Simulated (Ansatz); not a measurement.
# CF4: the cost of one run

Computed with Ansatz 0.2.0, Gaussian basis. Level: cc-pVQZ, core rule «outside noble gas», up to 5 orbitals frozen.

Plan: UHF; CCSD(T) on RHF; BCCD(T) on RHF; CISD.

13 further runs of the same task are left out: 13 set aside as unsound or not needed.

### Step 1. What is computed

The geometry is an MP2(full)/6-31G* stationary point (not a proven minimum).

5 atoms, charge 0, spin multiplicity 1.

Atoms are counted from 1 here; the program's logs count them from 0.

Bond lengths: C1–F2 1.329 Å, C1–F3 1.329 Å, C1–F4 1.329 Å, C1–F5 1.329 Å. Angles: F2–C1–F3 109.5°, F2–C1–F4 109.5°, F2–C1–F5 109.5°, F3–C1–F4 109.5°, F3–C1–F5 109.5°, F4–C1–F5 109.5°.

Coordinates:

```xyz
5

C     0.0000    0.0000    0.0000
F     0.7674    0.7674    0.7674
F    -0.7674   -0.7674    0.7674
F    -0.7674    0.7674   -0.7674
F     0.7674   -0.7674   -0.7674
```

### Step 2. UHF

File in.yaml:

```yaml
crystal:
  periodic: [false, false, false]
  atoms:
    - {symbol: C, position_ang: [0.000000, 0.000000, 0.000000]}
    - {symbol: F, position_ang: [0.767436, 0.767436, 0.767436]}
    - {symbol: F, position_ang: [-0.767436, -0.767436, 0.767436]}
    - {symbol: F, position_ang: [-0.767436, 0.767436, -0.767436]}
    - {symbol: F, position_ang: [0.767436, -0.767436, -0.767436]}
basis:
  gaussian: {orbitals: cc-pVQZ}
magnetization: {spin_polarized: true, initial_magnetization: 0}
hamiltonian: {xc: hf}
output: {orbitals: {seedname: orbitals}}
```

Run with:

```console
> ansatz run in.yaml --threads 1 --pin off --events-out ev --progress --plain --max-ram 4096MiB --backend cpu
```

Q: Estimate wall time and peak memory on 1 thread of AMD EPYC 7R13, shared host.

About 8.5 s, with a peak of 0.76 GiB.
